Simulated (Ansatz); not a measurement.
Ansatz (a program for electronic structure) input (r2SCAN0/def2-TZVPD):

Ansatz 0.2 input:
```yaml
crystal:
  periodic: [false, false, false]
  atoms:
    - {symbol: N, position_ang: [-0.01145875, -0.00903780, 1.39223881]}
    - {symbol: C, position_ang: [0.01263897, 0.00996867, -1.53563569]}
    - {symbol: C, position_ang: [-0.00474267, 1.12265867, 0.67570418]}
    - {symbol: C, position_ang: [-0.00625950, -1.13133635, 0.66105976]}
    - {symbol: C, position_ang: [0.00517208, -1.15387594, -0.73066420]}
    - {symbol: C, position_ang: [0.00673140, 1.16326450, -0.71560952]}
    - {symbol: H, position_ang: [-0.00886093, 2.04844858, 1.25811413]}
    - {symbol: H, position_ang: [-0.01162882, -2.06460934, 1.23139120]}
    - {symbol: H, position_ang: [0.00828127, -2.14459563, -1.19613558]}
    - {symbol: H, position_ang: [0.01117802, 2.15994364, -1.16816858]}
basis:
  gaussian:
    orbitals: def2-TZVPD
hamiltonian:
  xc: {name: r2SCAN0}
total_charge: -1
output: {forces: true}
```

Output:

```
Functional definition: r2SCAN0
integrals: 0.17 GiB planned
1253 factors; their error is unknown
mean field: 1.81 GiB planned
mean field evaluation 1: about -6732.3806 eV, gradient 3.9e1 eV
mean field evaluation 2: about -6726.3316 eV, gradient 5.8e1 eV
mean field evaluation 4: about -6736.3294 eV, gradient 5.6e0 eV
mean field evaluation 8: about -6736.4130 eV, gradient 1.9e-1 eV
mean field evaluation 16: about -6736.4059 eV, gradient 5.1e-4 eV
mean field -6736.40586046 eV, -247.5583492721 hartree, gradient 4.0e-5 eV, S^2 0.000000; 0 other end points of the search recorded, 0 dependent functions left out
the calculation of the forces begins
reference -6736.40587364 eV, -247.5583497564 hartree; 21, 21 occupied and 237, 237 virtual orbitals, 1253 factors
Total energy: -6736.40587364 eV, -247.5583497564 hartree
Atom 0 at    -0.011459    -0.009038     1.392239 Å, force     0.003358     0.002648    -0.407985 eV/Å
Atom 1 at     0.012639     0.009969    -1.535636 Å, force    -0.002878    -0.002270     0.349718 eV/Å
Atom 2 at    -0.004743     1.122659     0.675704 Å, force     0.000230    -0.315573    -0.055886 eV/Å
Atom 3 at    -0.006260    -1.131336     0.661060 Å, force     0.000656     0.316272    -0.051781 eV/Å
Atom 4 at     0.005172    -1.153876    -0.730664 Å, force    -0.000626     0.106515     0.085453 eV/Å
Atom 5 at     0.006731     1.163264    -0.715610 Å, force    -0.000770    -0.107616     0.084062 eV/Å
Atom 6 at    -0.008861     2.048449     1.258114 Å, force     0.000445    -0.124716    -0.065126 eV/Å
Atom 7 at    -0.011629    -2.064609     1.231391 Å, force     0.000614     0.125551    -0.063500 eV/Å
Atom 8 at     0.008281    -2.144596    -1.196136 Å, force    -0.000423     0.136425     0.063412 eV/Å
Atom 9 at     0.011178     2.159944    -1.168169 Å, force    -0.000607    -0.137237     0.061634 eV/Å
Dipole moment:    -0.005700    -0.004495     0.692492 e Å
```

It need not be the lowest isomer of its formula. Whether it binds its extra electron was not tested at this geometry.
